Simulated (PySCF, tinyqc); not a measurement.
A ladder of methods, and size consistency: correlation methods against full CI in the sto-6g basis, for CH2, spin multiplicity 1. Computed by the program tinyqc with PySCF. All electrons correlated; +Q is the Davidson correction (1 - c0^2) E_corr. The last columns treat two copies 100 angstrom apart as one system. FCI is the lowest singlet.

Geometry (angstrom):
```
atom       x        y       z
C     0.0000   0.0000  0.0000
H     0.0000   0.9460  0.6740
H     0.0000  -0.9460  0.6740
```

RHF energy of one = -38.743979 hartree

Correlation energies (hartree):
```
method   E_corr of one  share of FCI (%)  E_corr of two at 100 angstrom  two minus twice one (mhartree)
MP2          -0.038321           58.8173                      -0.076643                          0.0000
CISD         -0.061876           94.9700                      -0.116990                          6.7615
CISD+Q       -0.065831          101.0400                      -0.128671                          2.9900
CCSD         -0.064591           99.1381                      -0.129183                          0.0000
CCSD(T)      -0.064855           99.5421                      -0.129709                          0.0000
FCI          -0.065153          100.0000                              -                               -
```

What does the comparison show, and why?

MP2 recovers 59 %, CISD 95.0 % and CCSD 99.1 % of the FCI value (c0^2 = 0.936 in CISD). MP2 and coupled cluster are size consistent, so their last column vanishes; CISD loses 6.76 mhartree, since a double excitation on each copy is a quadruple of the pair, and the Davidson correction leaves +2.99. The restricted reference is unstable here: a spin-polarised solution lies 0.0299 hartree lower (PySCF), so results built on it describe a poor reference.
